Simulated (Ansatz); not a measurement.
# Strontium, fcc under PBE: convergence with the plane-wave cutoff

Aim: find which plane-wave cutoff is enough for energy and pressure. The geometry was relaxed under PBE beforehand and stays fixed; 9 values are run, from 150 to 800 eV. Wanted are the values from which on the energy stays within 10 and 1 meV/atom, and the pressure within 0.5 GPa, of the last run. Within the series other settings stay, but some runs also write fields, which adds to their time. Spin polarisation is left out.

Computed with Ansatz 0.2.0 (DFT PBE, plane waves with PAW, scalar-relativistic, unless a step says otherwise).

### Step 1. The starting structure

Symmetry: Fm-3m, No. 225, cubic system. The conventional cell has a = 6.038 Å, b = 6.038 Å, c = 6.038 Å, α = 90.00°, β = 90.00°, γ = 90.00°. Sr (site symmetry m-3m) has 12 Sr at 4.27 Å as nearest neighbours.

As a file:

```
CELL_PARAMETERS angstrom
0.00000 3.01914 3.01914
3.01914 0.00000 3.01914
3.01914 3.01914 0.00000
ATOMIC_POSITIONS crystal
Sr 0.00000 0.00000 0.00000
```

### Step 2. The usual settings first

Input file input.yaml:

```yaml
crystal:
  lattice:
    - [0.0, 3.0191365063, 3.0191365063]
    - [3.0191365063, 0.0, 3.0191365063]
    - [3.0191365063, 3.0191365063, 0.0]
  atoms:
    - { symbol: Sr, position: [0.0, 0.0, 0.0] }
hamiltonian:
  xc: pbe
  pseudopotentials:
    kind: paw
    azcp:
      Sr: "pseudopotentials/Sr.paw.azcp"
basis:
  ecutwfc: 420
  fft_grid_basis: typed
kpoints:
  mp_grid: { grid: [15, 15, 15], shift: [0, 0, 0] }
magnetization:
  spin_polarized: false
scf:
  occupations: { method: fermi_dirac, width: 0.1 }
  lower_state_search: "off"
output:
  stress: true
  write_density: true
  write_potential: true
  elf: true
  volumetric_format: npy
```

The run is started by

```sh
ansatz run input.yaml --threads 1 --pin off --max-ram 3584MiB --backend cpu --events-out ev --progress --plain --runs-dir out
```

### Step 3. With a cutoff of 150 eV

The run at 150 eV.

input.yaml, as its differences from that of step 2:

```diff
@@ -14,6 +14,6 @@
 basis:
-  ecutwfc: 420
+  ecutwfc: 150
   fft_grid_basis: typed
 kpoints:
-  mp_grid: { grid: [15, 15, 15], shift: [0, 0, 0] }
+  mp_grid: { grid: [9, 9, 9], shift: [0, 0, 0] }
 magnetization:
@@ -25,5 +25 @@
   stress: true
-  write_density: true
-  write_potential: true
-  elf: true
-  volumetric_format: npy
```

### Step 4. With a cutoff of 200 eV

The run at 200 eV.

input.yaml, as its differences from that of step 3:

```diff
@@ -14,3 +14,3 @@
 basis:
-  ecutwfc: 150
+  ecutwfc: 200
   fft_grid_basis: typed
@@ -25 +25,5 @@
   stress: true
+  write_density: true
+  write_potential: true
+  elf: true
+  volumetric_format: npy
```

### Step 5. With a cutoff of 250 eV

The run at 250 eV.

input.yaml, as its differences from that of step 4:

```diff
@@ -14,3 +14,3 @@
 basis:
-  ecutwfc: 200
+  ecutwfc: 250
   fft_grid_basis: typed
@@ -25,5 +25 @@
   stress: true
-  write_density: true
-  write_potential: true
-  elf: true
-  volumetric_format: npy
```

### Step 6. With a cutoff of 300 eV

The run at 300 eV.

input.yaml, as its differences from that of step 5:

```diff
@@ -14,3 +14,3 @@
 basis:
-  ecutwfc: 250
+  ecutwfc: 300
   fft_grid_basis: typed
```

### Step 7. With a cutoff of 350 eV

The run at 350 eV.

input.yaml, as its differences from that of step 6:

```diff
@@ -14,3 +14,3 @@
 basis:
-  ecutwfc: 300
+  ecutwfc: 350
   fft_grid_basis: typed
```

### Step 8. With a cutoff of 420 eV

The run at 420 eV.

input.yaml, as its differences from that of step 7:

```diff
@@ -14,3 +14,3 @@
 basis:
-  ecutwfc: 350
+  ecutwfc: 420
   fft_grid_basis: typed
```

### Step 9. With a cutoff of 500 eV

The run at 500 eV.

input.yaml, as its differences from that of step 8:

```diff
@@ -14,3 +14,3 @@
 basis:
-  ecutwfc: 420
+  ecutwfc: 500
   fft_grid_basis: typed
```

### Step 10. With a cutoff of 600 eV

The run at 600 eV.

input.yaml, as its differences from that of step 9:

```diff
@@ -14,3 +14,3 @@
 basis:
-  ecutwfc: 500
+  ecutwfc: 600
   fft_grid_basis: typed
@@ -25 +25,5 @@
   stress: true
+  write_density: true
+  write_potential: true
+  elf: true
+  volumetric_format: npy
```

### Step 11. With a cutoff of 800 eV

The run at 800 eV.

input.yaml, as its differences from that of step 10:

```diff
@@ -14,3 +14,3 @@
 basis:
-  ecutwfc: 600
+  ecutwfc: 800
   fft_grid_basis: typed
```

(Steps that only read results are left out.)

What does the calculation give?

The runs gave:

| quantity | value |
| --- | --- |
| E(σ → 0) stays within 10 meV/atom of 800 eV | from 300 eV on |
| E(σ → 0) stays within 1 meV/atom | from 350 eV on |
| pressure stays within 0.5 GPa | from 150 eV on |
| pressure at 800 eV | 0.00 GPa |
| CPU time, dearest over cheapest | 6.1 |
| run at the usual settings (mesh 15×15×15 against the series' 9×9×9, 420 eV) | -2.7 meV/atom from 800 eV, 0.00 GPa |

What this shows: At 150 eV the energy differs by +2485 meV/atom and the pressure by -0.2 GPa. Each step up in cutoff lowers the energy. 1 meV/atom is reached at 350 eV; energy differences often converge earlier, as errors cancel.
